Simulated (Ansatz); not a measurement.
**ScW3: from a trial structure to a relaxed crystal**

Computed with DFT PBE, scalar-relativistic, plane waves, PAW in Ansatz 0.2.0. Cutoff 420 eV, Γ-centred k mesh, Gaussian smearing, no spin polarisation in the final step.

The start puts ScW3 on the TiAl3 (D0_22) structure type (I4/mmm, No. 139), with Sc in place of Ti, W in place of Al, at a guessed volume.

```yaml
crystal:
  lattice:
    - [-1.96348, 1.96348, 4.38594]
    - [1.96348, -1.96348, 4.38594]
    - [1.96348, 1.96348, -4.38594]
  atoms:
    - { symbol: Sc, position: [0.00000, 0.00000, 0.00000] }
    - { symbol: W, position: [0.50000, 0.50000, 0.00000] }
    - { symbol: W, position: [0.25000, 0.75000, 0.50000] }
    - { symbol: W, position: [0.75000, 0.25000, 0.50000] }
```

Cell and atoms relax at zero pressure; the relaxation can't lower the symmetry of the start.

Formation energies are uncorrected and refer to the elements' standard structures at the same level.

Which crystal results?

It keeps I4/mmm (No. 139). The result has the TiAl3 (D0_22) structure. Conventional cell: a = 3.842 Å, c = 9.300 Å. Sc has 4 W at 2.72 Å and 8 W at 3.02 Å; around W on Wyckoff site b (1 atom of the primitive cell) lie 4 Sc at 2.72 Å and 8 W at 3.02 Å; W on Wyckoff site d (2 atoms of the primitive cell) has 4 W at 2.72 Å, 4 Sc at 3.02 Å and 4 W at 3.02 Å.

```cif
data_structure
_symmetry_space_group_name_H-M 'I4/mmm'
_symmetry_Int_Tables_number 139
_cell_length_a 3.8416
_cell_length_b 3.8416
_cell_length_c 9.3002
_cell_angle_alpha 90.000
_cell_angle_beta 90.000
_cell_angle_gamma 90.000
_cell_volume 137.25
loop_
_atom_site_label
_atom_site_type_symbol
_atom_site_symmetry_multiplicity
_atom_site_Wyckoff_symbol
_atom_site_fract_x
_atom_site_fract_y
_atom_site_fract_z
_atom_site_occupancy
Sc1 Sc 2 a 0.00000 0.00000 0.00000 1
W1 W 2 b 0.50000 0.50000 0.00000 1
W2 W 4 d 0.50000 0.00000 0.25000 1
```

What are its volume, energy, density and gap?

The volume per atom is 17.16 Å³ and the density is 14.43 g/cm³. The energy over the elements is 0.46 eV/atom and the gap on the 16×16×16 mesh is 0 eV (a metal).

The final run used a 16×16×16 mesh on its 4-atom cell and 0.10 eV smearing. The k mesh leaves about 4 meV/atom of noise in metals. Spin–orbit coupling is left out. A structure relaxed within its symmetry needn't be a true minimum.

Cost: 2 runs of about 4.7 core-minutes in all, on Arm Neoverse V1 (shared hosts).